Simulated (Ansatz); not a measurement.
Consider the atomization: `FC(F)(F)Cl` → C• + Cl• + 3 F•.

Computed with Ansatz on PBE0-D4/def2-TZVP structures; ΔE is electronic, products minus reactants. CBS: MP2 limit from def2 TZ/QZ plus the TZ coupled-cluster correction, frozen cores. This one scheme is used for every species, atoms too. DFT in def2-TZVPP. B3LYP here is the variant with VWN-RPA as its local correlation; programs differ in this. No spin–orbit coupling; open shells (•) take unrestricted orbitals. Spin–orbit coupling would lower the free atoms: a little for C, Cl, F.

(1) What is ΔE at CCSD(T)/CBS? (An estimate is asked.)

(2) What do these levels give: LDA (SPW92), r2SCAN-D4, PBE0-D4, B3LYP-D4, r2SCAN0-D4, revPBE, r2SCANh, RPA@PBE/def2-TZVPP, CCSD(T)/def2-SVP, CCSD(T)/def2-TZVPP, MP2/def2-QZVPP, CCSD/CBS(def2)? (Best estimate.)

Largest T1 diagnostic among the species: 0.011.

Answers

(1) Computed: +1812.1 kJ/mol.

(2) Ansatz gave: LDA (SPW92) 2293.4, r2SCAN-D4 1842.5, PBE0-D4 1834.3, B3LYP-D4 1787.5, r2SCAN0-D4 1761.0, revPBE 1808.7, r2SCANh 1806.9, RPA@PBE/def2-TZVPP 1579.9, CCSD(T)/def2-SVP 1707.4, CCSD(T)/def2-TZVPP 1750.8, MP2/def2-QZVPP 1903.4, CCSD/CBS(def2) 1759.8 kJ/mol.

From BLYP to BHLYP (50 % exact exchange), in def2-TZVPP and without D4, ΔE moves by −150.9 kJ/mol: exact exchange takes away binding that semilocal exchange gives to molecules. In def2-TZVPP, CCSD(T) changes the Hartree–Fock value by +592.4 kJ/mol (the triples alone add +52.3 kJ/mol) and MP2 by +708.8 kJ/mol; breaking electron pairs costs correlation energy, which Hartree–Fock lacks. The D4 term adds +14.0 kJ/mol with B3LYP and +7.1 kJ/mol with PBE0; it sums over pairs of atoms, weighted by their polarisabilities, and B3LYP, whose exchange is more repulsive, gets the larger term.

For atomizations the MP2-based limit and the directly extrapolated one differ by several kJ/mol either way, and by 10 to 25 for some Ge, Se and Sn compounds, so smaller differences from it don't rank the levels.
